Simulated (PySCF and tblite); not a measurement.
Values are calculated unless marked as measured or tabulated.
## Conformers and averaged properties: C4H8O, numbered as in [CH2:1]=[CH:2][CH2:3][CH2:4][OH:5]

Search: ETKDG and KDG, MMFF94s, GFN2-xTB, 150 starts; geometries at PBE0-D3(BJ)/def2-SVP. Free energies are PBE0-D3(BJ)/def2-TZVP single points with GFN2-xTB rigid-rotor and vibrational terms (modes under about 100 cm⁻¹ blended into free rotors). Symmetry numbers and mirror images are counted. Conformers within 4 kcal/mol (GFN2-xTB free energy) were kept, 7 at most. GIAO shieldings: PBE0/pcSseg-1. Couplings: B3LYP/pcSseg-1 with pcJ-1 on H (gas phase; spin-dipole term only for pairs with B, N, F, Si or P). Shifts are against TMS (¹H), TMS (¹³C) at the same level; of two unlike H on one atom, a is the less shielded. Programs: PySCF with density fitting and tblite.

Torsions listed: C1–C2–C3–C4, C2–C3–C4–O5, C3–C4–O5–H5. Of a mirror pair one member is shown.

```csv
conformer,shape,symmetry,E(GFN2) kcal/mol,E(DFT) kcal/mol,G(298.15 K) kcal/mol,weight %,dipole D
1,"-100°, 62°, -49°",C1 (pair),0.00,0.00,0.00,76.6,1.69
2,"12°, 65°, -49°",C1 (pair),1.21,1.38,1.58,5.3,1.76
3,"-116°, -174°, -64°",C1 (pair),0.60,1.73,1.65,4.7,1.34
4,"115°, 60°, -73°",C1 (pair),1.07,1.75,1.72,4.2,1.32
5,"118°, 180°, -62°",C1 (pair),0.73,1.84,1.74,4.0,1.55
6,"-129°, -59°, -63°",C1 (pair),0.96,1.88,1.79,3.7,1.66
7,"2°, -177°, -62°",C1 (pair),1.46,2.38,2.36,1.4,1.58
```

Weights (%) against temperature:

| T (K) | 1 | 2 | 3 | 4 | 5 | 6 | 7 | S(mix) cal/mol/K |
| --- | --- | --- | --- | --- | --- | --- | --- | --- |
| 200 | 93.3 | 1.8 | 1.4 | 1.2 | 1.1 | 1.0 | 0.2 | 2.08 |
| 250 | 85.4 | 3.6 | 3.0 | 2.6 | 2.5 | 2.3 | 0.7 | 2.70 |
| 298.15 | 76.6 | 5.3 | 4.7 | 4.2 | 4.0 | 3.7 | 1.4 | 3.26 |
| 350 | 67.7 | 6.9 | 6.4 | 5.8 | 5.6 | 5.2 | 2.4 | 3.75 |
| 400 | 60.2 | 8.2 | 7.8 | 7.1 | 7.0 | 6.5 | 3.3 | 4.11 |

Averaged shifts at 298.15 K. ¹H: 6.01 (H2, 1H), 5.50 (H1a, 1H), 5.46 (H1b, 1H), 3.45 (H4, 2H), 2.17 (H3, 2H) ppm. ¹³C: 145.2 (C2), 127.0 (C1), 60.8 (C4), 41.2 (C3) ppm.

Coordinates of conformer 1 (Å):

```xyz
13

C    -0.949   -0.542   -1.585
C    -0.872    0.318   -0.564
C     0.403    0.839    0.019
C     0.762    0.079    1.299
O     0.978   -1.280    1.062
H    -0.052   -0.870   -2.121
H    -1.909   -0.929   -1.937
H    -1.798    0.620   -0.058
H     0.311    1.913    0.251
H     1.228    0.719   -0.702
H    -0.032    0.247    2.058
H     1.695    0.486    1.721
H     0.230   -1.599    0.539
```

H on N, O and S are left out: they exchange, and hydrogen bonds move them by several ppm. Shifts are unscaled: against experiment ¹³C can be off by 15 ppm or more and ¹H by 0.8 ppm. For its torsions the set is small; conformers may be missing.

Search and properties took 2.7 min on 1 thread of Arm Neoverse V2 (shared host) (rough), launched as `OMP_NUM_THREADS=1 python ens_run.py task.json out`.
